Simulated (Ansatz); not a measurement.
# BH₄ (quartet): the correlation ladder, def2-TZVPP

One table from this session's results is given with a row withheld; the runs are named, their logs left out.

Computed with Ansatz 0.2.0, Gaussian basis. Level: def2-TZVPP, core rule «outside noble gas», up to 1 orbitals frozen.

Plan: UHF; ROHF; CCSD(T) on UHF.

2 further runs of the same task are left out: 2 set aside as unsound or not needed.

## The geometry

The geometry is a PBE0/def2-TZVP stationary point (not a proven minimum) of the parent state, kept for this charge and spin.

5 atoms, charge 0, spin multiplicity 4.

Atoms are counted from 1 here; the program's logs count them from 0.

Bond lengths: B1–H2 1.220 Å, B1–H3 1.220 Å, B1–H4 1.220 Å, B1–H5 1.220 Å. Angles: H2–B1–H3 96.8°, H2–B1–H4 96.8°, H2–B1–H5 139.9°, H3–B1–H4 139.9°, H3–B1–H5 96.8°, H4–B1–H5 96.8°.

The first run:

in.yaml reads:

```yaml
crystal:
  periodic: [false, false, false]
  atoms:
    - {symbol: B, position_ang: [0.000000, 0.000000, 0.000000]}
    - {symbol: H, position_ang: [0.414685, 0.812495, 0.810653]}
    - {symbol: H, position_ang: [-0.424327, -0.807694, 0.810461]}
    - {symbol: H, position_ang: [-0.412812, 0.808646, -0.815443]}
    - {symbol: H, position_ang: [0.422454, -0.813448, -0.805671]}
basis:
  gaussian: {orbitals: def2-TZVPP}
magnetization: {spin_polarized: true, initial_magnetization: 3}
hamiltonian: {xc: hf}
output: {orbitals: {seedname: orbitals}}
```

Command:

```console
$ ansatz run in.yaml --threads 1 --pin off --events-out ev --progress --plain --max-ram 4096MiB --backend cpu
```

Among the steps run: UHF; ROHF; CCSD(T) on UHF.

One of the session's tables, all rows but one given; the rest of the session is left out.

It belongs to the step «Misses and costs». 

```
  method  from UCCSD(T) (kJ/mol)
    ROHF                  +389.7
     UHF                  +382.4
    UMP2                   +74.7
   UCCSD                       ?
UCCSD(T)                       0
```

Estimate the missing values for UCCSD.

As computed: from UCCSD(T) (kJ/mol): +12.2. In the column «from UCCSD(T) (kJ/mol)» it lies between UCCSD(T) (0) and UMP2 (+74.7).
